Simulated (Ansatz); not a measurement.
**BH4, doublet: from triple and quadruple zeta to the limit**

```yaml
atoms:
  - { symbol: H, position_ang: [-1.9872, 0.0000, 0.0000] }
  - { symbol: H, position_ang: [-1.1402, 0.0000, 0.0000] }
  - { symbol: B, position_ang: [0.1658, 0.0000, 0.0000] }
  - { symbol: H, position_ang: [0.6748, 0.0000, 1.0770] }
  - { symbol: H, position_ang: [0.6748, 0.0000, -1.0770] }
```

Ansatz 0.2.0, UHF determinant, valence electrons correlated. Energies in eV.

| set | X | functions | Hartree–Fock | MP2 correlation | CCSD(T) correlation | time |
| --- | --- | --- | --- | --- | --- | --- |
| def2-TZVPP | 3 | 87 | -730.7352 | -3.3994 | -4.1894 | 6 s on 1 × NVIDIA H100 80GB HBM3 with 1 thread of AMD EPYC 7R13 Processor (Zen 3), with other jobs on the host |
| def2-QZVPP | 4 | 177 | -730.7928 | -3.5983 | -4.3423 | 9.5 s on 1 × NVIDIA H100 80GB HBM3 with 1 thread of AMD EPYC 7R13 Processor (Zen 3) (shared host) |

Hartree–Fock is taken to follow E(X) = E∞ + A·exp(−7.88·√X), correlation E(X) = E∞ + B·X^−2.97.

**Question.** Work out the CCSD(T) energy at the limit, and how far the shortcut misses it that extrapolates MP2 and adds CCSD(T) minus MP2 from the smaller set.

**Answer.** Hartree–Fock: E∞ = E4 + 0.1377·(E4 − E3) = -730.8007. Correlation: E∞ = E4 + 0.7407·(E4 − E3) = -4.4555 for CCSD(T) and -3.7457 for MP2. The limit is -735.2562 eV, 0.121 eV below def2-QZVPP. The shortcut gives a correlation energy of -3.7457 + (-0.7900) = -4.5357, 80 meV lower than the direct value.
